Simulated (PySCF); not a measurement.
**J couplings in vinylacetylene**

Molfile (atoms numbered from 1):
```
C4H4
     RDKit          3D

  8  7  0  0  0  0  0  0  0  0999 V2000
    2.0136    0.3268   -0.5192 C   0  0  0  0  0  0  0  0  0  0  0  0
    0.8412    0.3636   -0.2616 C   0  0  0  0  0  0  0  0  0  0  0  0
   -0.5368    0.4233    0.0358 C   0  0  0  0  0  0  0  0  0  0  0  0
   -1.2508   -0.6341    0.4030 C   0  0  0  0  0  0  0  0  0  0  0  0
    3.0376    0.2933   -0.7446 H   0  0  0  0  0  0  0  0  0  0  0  0
   -0.9879    1.4042   -0.0551 H   0  0  0  0  0  0  0  0  0  0  0  0
   -2.3022   -0.5567    0.6216 H   0  0  0  0  0  0  0  0  0  0  0  0
   -0.8056   -1.6109    0.4955 H   0  0  0  0  0  0  0  0  0  0  0  0
  1  2  3  0
  2  3  1  0
  3  4  2  0
  1  5  1  0
  3  6  1  0
  4  7  1  0
  4  8  1  0
M  END
```

Indirect spin–spin couplings were computed at B3LYP/pcJ-1 (PySCF 2.14.0 with density-fitted response routines) on a GFN2-xTB structure, for the isolated molecule, without vibrational or relativistic corrections. Couplings are averaged over pairs made equivalent by symmetry, fast rotation or ring inversion, so a value needn't be that of the named pair in this geometry, while other rotamers aren't included; one pair stands for each set, and the list holds those of at least 0.8 Hz over up to four bonds.

Isotopes: $^{13}$C, $^{1}$H.

```
  pair  bonds  J (Hz)
C1, C2      1   211.9
C1, H5      1       ?
C2, C3      1    96.7
C3, C4      1       ?
C3, H6      1   168.9
C4, H7      1       ?
C4, H8      1   168.2
C1, C3      2    12.6
C2, C4      2       ?
C2, H5      2       ?
C3, H8      2       ?
C4, H6      2    -2.7
C1, C4      3     5.5
C1, H6      3     5.0
C2, H7      3    17.2
C2, H8      3    10.7
C3, H5      3     4.9
H6, H7      3    13.1
H6, H8      3       ?
C1, H8      4    -1.3
C4, H5      4    -3.9
H5, H6      4    -3.4
```

Question: Estimate the withheld couplings, with signs.

Answer: 
- $^{1}J$(C1,H5) = 266.2 Hz (bond length 1.049 Å, sp carbon)
- $^{1}J$(C3,C4) = 83.7 Hz (bond length 1.328 Å)
- $^{1}J$(C4,H7) = 167.2 Hz (bond length 1.077 Å, sp2 carbon)
- $^{2}J$(C2,C4) = -2.4 Hz (angle at C3 123°)
- $^{2}J$(C2,H5) = 52.3 Hz (angle at C1 180°)
- $^{2}J$(C3,H8) = -2.7 Hz (angle at C4 122°)
- $^{3}J$(H6,H8) = 19.4 Hz (dihedral angle 180°)
